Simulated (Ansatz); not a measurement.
System: tetradymite Bi2Te3. Method: RPBE in Ansatz (PAW).

Numerical settings: plane-wave cutoff 520 eV, 10×10×10 k mesh, Fermi–Dirac smearing 0.01 eV, scalar-relativistic PAW data made under PBE.

Cell (measured lattice):

```cif
data_Bi2Te3
_chemical_formula_sum 'Bi2 Te3'
_space_group_name_H-M_alt 'P 1'
_space_group_IT_number 1
_cell_length_a 10.47631
_cell_length_b 10.47631
_cell_length_c 10.47631
_cell_angle_alpha 24.166
_cell_angle_beta 24.166
_cell_angle_gamma 24.166
loop_
_space_group_symop_operation_xyz
  'x, y, z'
loop_
_atom_site_label
_atom_site_type_symbol
_atom_site_fract_x
_atom_site_fract_y
_atom_site_fract_z
_atom_site_occupancy
Bi1 Bi 0.40000 0.40000 0.40000 1
Bi2 Bi 0.60000 0.60000 0.60000 1
Te1 Te 0.00000 0.00000 0.00000 1
Te2 Te 0.20950 0.20950 0.20950 1
Te3 Te 0.79050 0.79050 0.79050 1
```

Predict the band gap.


* **band gap**: 0.34 eV

Note: cell and atoms aren't relaxed at this level (largest force component 0.04 eV/Å, pressure 3.3 GPa).

Spin–orbit coupling is not included; with these elements it can move the gap by several tenths of an eV or more.

The computed numbers hold no vibrational or temperature effects.

Ansatz is an electronic-structure program.
